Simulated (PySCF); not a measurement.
A species of formula C5H10O has this rotational fingerprint, computed with PBE0/pcSseg-1 in PySCF (dipole) on a GFN2-xTB geometry, gas phase:

| Property | Result |
| --- | --- |
| Rotational constants | A = 4786, B = 2824, C = 2309 MHz |
| Dipole components | \|μa\| = 0.58 D, \|μb\| = 2.26 D, \|μc\| = 1.60 D |
| Inertial defect | -65.66 u·Å² |
| κ | -0.58 |

Question: Which candidate fits, each taken in the one conformer that was computed?
A. `CC(C)(C)C=O`
B. 3,3-dimethyloxetane (`CC1(C)COC1`)
C. `[CH3:1][C:2](=[O:3])[CH:4]([CH3:5])[CH3:6]` with C1–C2–C4–C5 -149°
D. `[CH2:1]=[C:2]([CH2:3][CH3:4])[O:5][CH3:6]` with C1–C2–C3–C4 -99°, C1–C2–O5–C6 2° (2-methoxy-1-butene)

Answer: C. It is CC(=O)C(C)C, an asymmetric top, point group C1. The candidates at the same level (rigid rotor, commonest isotopes):

| SMILES | A (MHz) | B (MHz) | C (MHz) | μa (D) | μb (D) | μc (D) | Δ (u·Å²) | point group | rotor |
| --- | --- | --- | --- | --- | --- | --- | --- | --- | --- |
| CC1(C)COC1 | 5229 | 3185 | 2878 | 2.12 | 0.00 | 0.00 | -79.73 | C2v | asymmetric top |
| C=C(CC)OC | 6029 | 2424 | 1971 | 0.61 | 0.02 | 0.30 | -35.89 | C1 | asymmetric top |
| CC(C)(C)C=O | 4491 | 2789 | 2756 | 2.67 | 0.76 | 0.00 | -110.33 | Cs | near-prolate asymmetric top |
| CC(=O)C(C)C | 4786 | 2824 | 2309 | 0.58 | 2.26 | 1.60 | -65.66 | C1 | asymmetric top |

`C=C(CC)OC` has A 26 % too high; `CC1(C)COC1` has C 25 % too high; `CC(C)(C)C=O` has C 19 % too high. No structure here is proved a minimum.
